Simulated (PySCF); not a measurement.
**Working out the ionisation energy of P**

P [Ne] 3s2 3p3 (4S) → P⁺ [Ne] 3s2 3p2 (3P). Computed with PySCF 2.14 in cc-pVTZ-DK (5s4p2d1f, 34 functions), with the spin-free X2C one-electron Hamiltonian (Gaussian nucleus). Frozen: [Ne]. Energies in hartree (1 hartree = 27.21139 eV):

| part | P (lower) | P⁺ (upper) |
| --- | --- | --- |
| UHF | -341.531373 | -341.167468 |
| CCSD correlation | -0.100859 | -0.082341 |
| (T) | -0.003768 | -0.002273 |

What does Hartree-Fock give?

(-341.167468) − (-341.531373) = 0.363905 hartree = 9.902 eV.

What do CCSD and CCSD(T) give?

The CCSD correlation energies differ by 0.018518 hartree = 0.504 eV and the triples by 0.001495 hartree = 0.041 eV, so CCSD gives 10.406 eV and CCSD(T) 10.447 eV.

Measured between the centres of the two terms (NIST): 10.526 eV, so CCSD(T) (valence) is off by -0.079 eV.

What remains against the reference includes basis incompleteness, the frozen core and higher excitations.
